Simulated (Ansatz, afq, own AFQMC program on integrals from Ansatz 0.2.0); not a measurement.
**WSiH2, septet in def2-SVP, levels against CCSDT(Q)**

```csv
atom,x (Å),y (Å),z (Å)
W,0.0000,0.0000,6.7580
Si,0.0000,0.0000,-1.6860
H,0.0000,-1.2230,-2.5360
H,0.0000,1.2230,-2.5360
```

Connectivity, by distances: W ··· SiH2.

Basis def2-SVP with its core potentials. Only valence electrons are correlated. Integrals, coupled cluster, full CI and functionals: Ansatz 0.2.0; the random walks run on the same integrals in our own AFQMC program. The CISD trial takes its coefficients from CCSD amplitudes. Released means that phaseless walkers are propagated on without the constraint, phases kept. Error bars are statistical, one sigma. No spin–orbit coupling. The metal's outer-core s and p shells are frozen, which shifts wave-function levels against functionals.

Determinant: ROHF, the one that the program's search chose, which needn't be the lowest solution. The geometry is a point of a scan.

No full CI on the walks' own integrals is used here; CCSDT(Q) serves as the reference and is uncertain by about the last step of the cluster series.

Cautions: no spin-orbit coupling; outer-core shells of the metal frozen; lower spins were not checked; higher spins were not checked; a spin-contaminated unrestricted determinant lies lower (UHF 358 meV lower, ⟨S²⟩ 12.59); CCSDT(Q) on the UHF determinant differs (111 meV lower), perhaps since the unrestricted series falls towards higher spin.

The T1 diagnostic is 0.0108. The weight of the determinant in the CISD state is 0.883 and the size of the correlated space is 12 electrons in 51 orbitals.

Reference: CCSDT(Q), correlation energy -4.870 eV. The released energy is read at 4.20 1/Eh (meV from the phaseless value at times in 1/Eh: -5 ± 3 at 0.60, -6.5 ± 2.4 at 1.20, -9.2 ± 2.5 at 2.00, -15 ± 4 at 3.00, -9 ± 7 at 4.20).

```
         level  E − E(reference) (mEh)  share of correlation (%)
            HF                  178.98                      0.00
           MP2                   39.44                     77.96
          CCSD                    3.75                     97.90
       CCSD(T)                    0.83                     99.53
         CCSDT                    0.10                     99.95
   ph-AFQMC/HF             0.39 ± 0.81                     99.78
 ph-AFQMC/CISD             0.38 ± 0.10                     99.79
released AFQMC             0.04 ± 0.27                     99.98
```

A walk keeps the symmetry of its determinant, which the program's search chose and which needn't be the lowest solution, so a lower state of the same spin and another symmetry isn't excluded. Released energies are given only where the last usable release times agree within the noise; a slower fall can still hide under it.
